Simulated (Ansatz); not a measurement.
**How far each method lies from full CI for CH4, singlet**

Geometry: a point of a stretch scan, not a stationary point.

```xyz
5

C     0.0955    0.0947   -0.0951
H     0.7235    0.7247    0.5342
H    -2.0556   -2.0398    2.0470
H    -0.5311    0.7229   -0.7276
H     0.7256   -0.5367   -0.7207
```

Basis 6-31G; Ansatz 0.2.0. Only valence electrons are correlated (noble-gas cores frozen), which leaves 8 electrons in 16 orbitals. R marks a restricted (for open shells ROHF) determinant, U an unrestricted one. Active spaces: valence = (8e, 8o) chosen from the atoms' valence shells; pair = (2e, 2o) about the gap.

Full CI is exact within this basis and frozen core; it isn't the basis-set limit. The frozen core follows each run's orbitals, which can shift R against U totals by a few meV.

Unrestricted rows (U) aren't spin-pure: their determinants' ⟨S²⟩ exceeds S(S+1) by up to 1.01, so they mix in states of higher spin.

- UHF ⟨S²⟩: 1.007
- T1 diagnostic (RCCSD): 0.0729
- largest doubles amplitude (RCCSD): 0.892

```
    level  E − E(RHF) (eV)
      UHF          -5.0468
     RMP2          -5.5173
     UMP2          -7.1131
   RCCSD*          -7.3507
    UCCSD          -7.6069
RCCSD(T)*          -8.0221
 UCCSD(T)          -7.6369
```

(1) Estimate how far full CI in 6-31G lies from RCCSD(T). The table doesn't fix it; the size of (T) and the diagnostics are the guide.

(1) Full CI in 6-31G lies 8.46 kcal/mol above RCCSD(T), which is 55 % of the (T) step (-15.48 kcal/mol). (T) overshoots here: it takes the energy past the reference. The miss exceeds 1 kcal/mol.

The other levels:

| level | E − E(full CI) (kcal/mol) | share of correlation (%) | wall time |
| --- | --- | --- | --- |
| CISD | 29.13 | 83.50 | 0.36 s |
| BCCD(T)* | -3.89 | 102.20 | 0.57 s |
| RCCSDT* | -0.03 | 100.02 | – |
| UCCSDT | 0.19 | 99.89 | – |
| CISDTQ | 1.22 | 99.31 | 0.75 s |
| RCCSDT(Q)* | 0.08 | 99.96 | 1.3 s |
| UCCSDT(Q) | 0.08 | 99.95 | 2.9 s |
| RCCSDTQ* | 0.02 | 99.99 | 6 s |
| UCCSDTQ* | 0.02 | 99.99 | 27 s |
| CASSCF (pair space) | 61.09 | 65.39 | – |
| NEVPT2 (pair space) | 12.56 | 92.88 | 0.12 s |
| MRCISD (pair space) | 2.81 | 98.41 | – |
| MRCISD+Q (pair space) | 0.11 | 99.94 | 0.27 s |
| CASSCF (valence space) | 22.64 | 87.18 | – |
| NEVPT2 (valence space) | 5.10 | 97.11 | 2.4 s |
| MRCISD (valence space) | 0.46 | 99.74 | – |
| MRCISD+Q (valence space) | 0.09 | 99.95 | 3 s |
| MRCISD+Q(relaxed) (valence space) | -0.05 | 100.03 | 3.4 s |

An asterisk marks runs whose energy the program itself flagged as in doubt.

The correlation energy at full CI, counted from RHF, is -7.655 eV. That run took 10 s on 1 thread of Arm Neoverse V1, shared host over 1,656,848 determinants.

Times hold each run's SCF and search for its determinant on a shared host, so for small cases they say little of a method's own cost; they ran on 1 thread of Arm Neoverse V1.

Not variational, and here over 5 meV under the exact energy: RCCSD(T), BCCD(T).

The full-CI state has the irrep A' of Cs, in the program's axes (one component, if the state is degenerate).

Natural occupations of full CI about the gap: 1.978 1.967 1.967 1.098 0.896 0.025 0.025 0.021 0.007 0.005; effectively unpaired electrons, Σ n²(2−n)², 1.98. No single determinant describes this state well, so single-reference rows can miss without a flag.
